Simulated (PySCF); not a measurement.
Compound: C4H5Cl.
Geometry (PBE0-D3(BJ)/def2-SVP, Å), atoms numbered from 1 in this order:
```xyz
10
C4H5Cl angstrom
Cl     2.2404    0.9176    1.1815
C      0.8574    0.2212    0.4535
C      0.4392   -1.0392    0.2715
C     -0.8211   -0.5809   -0.4288
C     -0.3188    0.8785   -0.2092
H      0.8451   -2.0188    0.5266
H     -0.9120   -0.8771   -1.4865
H     -1.7649   -0.8194    0.0882
H     -0.9462    1.5004    0.4485
H     -0.0901    1.4422   -1.1274
```

Method: EOM-IP-CCSD/aug-cc-pVDZ in PySCF, restricted Hartree–Fock reference, 9 core orbitals frozen, non-relativistic, gas phase, PBE0-D3(BJ)/def2-SVP geometry.

Hartree–Fock orbital energies give these Koopmans values (eV): HOMO 9.49, HOMO-1 12.07, HOMO-2 13.18, HOMO-3 13.24, HOMO-4 13.48, HOMO-5 14.21, HOMO-6 15.88, HOMO-7 17.48.

Task: What vertical ionisation energies does EOM-IP-CCSD give?

Result: 
```json
{"leading hole (HF orbital)": "HOMO", "Koopmans (eV)": "9.49", "EOM-IP-CCSD (eV)": "9.29", "change (eV)": "-0.20", "one-hole share": "0.96"}
{"leading hole (HF orbital)": "HOMO-1", "Koopmans (eV)": "12.07", "EOM-IP-CCSD (eV)": "11.08", "change (eV)": "-0.99", "one-hole share": "0.96"}
{"leading hole (HF orbital)": "HOMO-2", "Koopmans (eV)": "13.18", "EOM-IP-CCSD (eV)": "12.06", "change (eV)": "-1.12", "one-hole share": "0.95"}
{"leading hole (HF orbital)": "HOMO-3", "Koopmans (eV)": "13.24", "EOM-IP-CCSD (eV)": "12.18", "change (eV)": "-1.06", "one-hole share": "0.96"}
{"leading hole (HF orbital)": "HOMO-4", "Koopmans (eV)": "13.48", "EOM-IP-CCSD (eV)": "12.47", "change (eV)": "-1.01", "one-hole share": "0.95"}
{"leading hole (HF orbital)": "HOMO-5", "Koopmans (eV)": "14.21", "EOM-IP-CCSD (eV)": "13.21", "change (eV)": "-1.00", "one-hole share": "0.95"}
{"leading hole (HF orbital)": "HOMO-6", "Koopmans (eV)": "15.88", "EOM-IP-CCSD (eV)": "14.32", "change (eV)": "-1.56", "one-hole share": "0.94"}
{"leading hole (HF orbital)": "HOMO-7", "Koopmans (eV)": "17.48", "EOM-IP-CCSD (eV)": "16.08", "change (eV)": "-1.40", "one-hole share": "0.94"}
```

Task: Does the order of the lines follow the orbital energies?

Result: Yes, no two lines change places. The corrections run from -1.56 to -0.20 eV, with a mean of -1.04 eV over the 8 lines; no line lies above its Koopmans value.

Task: At what kinetic energies would He I light (21.22 eV) eject these electrons?

Result: 11.93 eV (HOMO), 10.14 eV (HOMO-1), 9.16 eV (HOMO-2), 9.04 eV (HOMO-3), 8.75 eV (HOMO-4), 8.01 eV (HOMO-5), 6.90 eV (HOMO-6), 5.14 eV (HOMO-7).

Lines less than 0.15 eV apart could change places at a higher level. One root was sought for each valence orbital with −ε under 21 eV, eight at most, so deeper holes and satellites are missing; no vibrational structure.
